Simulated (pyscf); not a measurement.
Structures and frequencies: ωB97X-D3(BJ)/def2-SVP in PySCF. MP2 and CC: frozen core, UHF for open shells. ΔMP2 is the change of the MP2 total energy from the triple- to the quadruple-zeta basis.

List the bond dissociation enthalpies at 298 K of HO–SH from CCSD(T)/def2-TZVPP + ΔMP2(QZVPP), from the weakest bond up.

O–S to OH• + SH•: 68.9 kcal/mol; H–O to •O–SH + H•: 75.2 kcal/mol; H–S to HO–S• + H•: 77.7 kcal/mol. Ring and multiple bonds, and those that leave no two simple radicals, are not listed. The CCSD(T) − MP2 part came from Ansatz, without density fitting, on the same reference. Left out: the spin-orbit lowering of OH, SH.
